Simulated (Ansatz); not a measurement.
System: A-type hexagonal La₂O₃. Method: r²SCAN-D4 in Ansatz (plane waves, PAW).

Numerical settings: plane-wave cutoff 560 eV, 12×12×6 k mesh (along the axes of the cell as run), Fermi–Dirac smearing 0.01 eV, scalar-relativistic PAW data made under PBE.

The cell is scaled about its equilibrium volume:

Shape and atoms are relaxed at each volume.

| V (Å³/atom) | P (GPa) | direct gap at Γ (eV) | smallest gap on the k mesh (eV) | c (Å) |
|---|---|---|---|---|
| 15.645 | 5.16 | 5.113 | 4.222 | 5.932 |
| 15.971 | 2.47 | 5.012 | 4.229 | 6.016 |
| 16.297 | 0.01 | 4.913 | 4.226 | 6.097 |
| 16.623 | -2.24 | 4.814 | 4.217 | 6.173 |
| 16.949 | -4.29 | 4.717 | 4.202 | 6.246 |

The fundamental gap (4.23 eV at the equilibrium volume, with added k points) lies elsewhere than Γ–Γ.

Note: the bulk modulus comes from volumes at which shape and atoms were relaxed.

Spin–orbit coupling is not included.

Ansatz is a first-principles code.
